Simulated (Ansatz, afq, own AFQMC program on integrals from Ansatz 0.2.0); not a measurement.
AFQMC on a folder of integrals that Ansatz 0.2.0 wrote.

```yaml
crystal:
  periodic: [false, false, false]
  atoms:
    - {symbol: Cu, position_ang: [-0.912337, 0.005335, 0.006227]}
    - {symbol: Si, position_ang: [1.809553, -0.010582, -0.012351]}
    - {symbol: H, position_ang: [2.357554, -1.398596, -0.011317]}
    - {symbol: H, position_ang: [2.377860, 0.682683, 1.180671]}
    - {symbol: H, position_ang: [2.361441, 0.674414, -1.217794]}
basis:
  gaussian: {orbitals: def2-SVP}
magnetization: {spin_polarized: false}
correlation: {method: ccsd_t, electrons: outside_noble_gas, hamiltonian_folder: ham}
```

```sh
$ ansatz run in.yaml --threads 1 --pin off --events-out ev --progress --plain --max-ram 15360MiB --backend cuda --devices 0, --max-vram 18GiB
```

afq runs on the folder ham with

```
--method free --trial cisd --walkers 4000 --time-step 0.03 --max-blocks 4000 --target-error 0.00052 --factor-cut 1e-05 --seed 2041 --times 0,0.21,0.42,0.81,1.2,1.8,2.4,3 --taylor-order 8
```

Times are imaginary, in 1/Eh. The walk had a cap of 64 s.

afq prints:

```
orbitals 50  electrons 9 9  factors 413 of 668
reference energy -1929.26180976 Eh
CCSD correlation -0.40052149 Eh in 16 cycles, weight of the determinant in the CISD state 0.8536
repeat  energy at the last time / Eh  error
    10  -1929.677047  0.000813
    20  -1929.676886  0.000544
    30  -1929.677394  0.000548
    40  -1929.677165  0.000453
time / (1/Eh)  energy / Eh  error  mean overlap
  0.00  -1929.662225  0.000173  1.1714
  0.21  -1929.670007  0.000144  1.1709
  0.42  -1929.672880  0.000141  1.1737
  0.81  -1929.675435  0.000131  1.1736
  1.20  -1929.676300  0.000147  1.1722
  1.80  -1929.676815  0.000219  1.1807
  2.40  -1929.677174  0.000262  1.1899
  3.00  -1929.677138  0.000443  1.1970
energy -1929.677138 +/- 0.000443 Eh
```

The run passed its tests (error under three times the target), which doesn't prove that it has relaxed.

Against this walk (error 12.0 meV) on the same determinant: CCSD(T) 36.6 meV lower, CCSDT(Q) 6.0 meV higher (within the noise). The error is statistical, and a free projection of finite length keeps a remainder of its start.

Cautions: remainder of the start not in the error; no relativity below Rb; outer-core shells of the metal frozen; higher spins were not checked.

The walk took 45 s on 1 × NVIDIA H100 80GB HBM3 with 2 threads of AMD EPYC 7R13 Processor (Zen 3) (shared host) (the card was shared). The log's last line is the free-projection energy.

CCSDT and higher add their correlation energy to the determinant of the CCSD(T) run, since their own runs factorise the integrals more tightly (a shift of under 2 meV). A walk keeps the symmetry of its determinant, which the program's search chose and which needn't be the lowest solution, so a lower state of the same spin and another symmetry isn't excluded.
